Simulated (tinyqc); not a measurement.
UHF in the sto-3g basis, for H2F+, spin multiplicity 1, step by step. One step of it, computed by the program tinyqc.

Task: Orthogonalisation. S = U s U^T; canonical form X = U s^(-1/2), so that X^T S X = 1. Each column of U has its largest component positive (the first on a tie).

overlap S, order 1F 1s, 1F 2s, 1F 2px, 1F 2py, 1F 2pz, 2H 1s, 3H 1s:
```
[[1.000000, 0.237990, 0.000000, 0.000000, 0.000000, 0.021778, 0.021778],
 [0.237990, 1.000000, 0.000000, 0.000000, 0.000000, 0.253936, 0.253936],
 [0.000000, 0.000000, 1.000000, 0.000000, 0.000000, 0.000000, 0.000000],
 [0.000000, 0.000000, 0.000000, 1.000000, 0.000000, 0.172189, -0.172189],
 [0.000000, 0.000000, 0.000000, 0.000000, 1.000000, 0.144084, 0.144084],
 [0.021778, 0.253936, 0.000000, 0.172189, 0.144084, 1.000000, 0.132300],
 [0.021778, 0.253936, 0.000000, -0.172189, 0.144084, 0.132300, 1.000000]]
```

Give: eigenvalues of S; X.

Result:

eigenvalues of S: [0.5932, 0.6815, 0.8980, 1.0000, 1.1059, 1.1862, 1.5353]

X, order 1F 1s, 1F 2s, 1F 2px, 1F 2py, 1F 2pz, 2H 1s, 3H 1s:
```
[[-0.4771, 0.0000, 0.6421, 0.0000, 0.6021, 0.0000, 0.2473],
 [0.9077, 0.0000, -0.2285, 0.0000, 0.3077, 0.0000, 0.4840],
 [0.0000, 0.0000, 0.0000, 1.0000, 0.0000, 0.0000, 0.0000],
 [0.0000, 0.7358, 0.0000, 0.0000, 0.0000, 0.7294, 0.0000],
 [0.3567, 0.0000, 0.7204, 0.0000, -0.5933, 0.0000, 0.2122],
 [-0.5036, -0.6804, -0.2550, 0.0000, -0.2180, 0.3943, 0.3943],
 [-0.5036, 0.6804, -0.2550, 0.0000, -0.2180, -0.3943, 0.3943]]
```
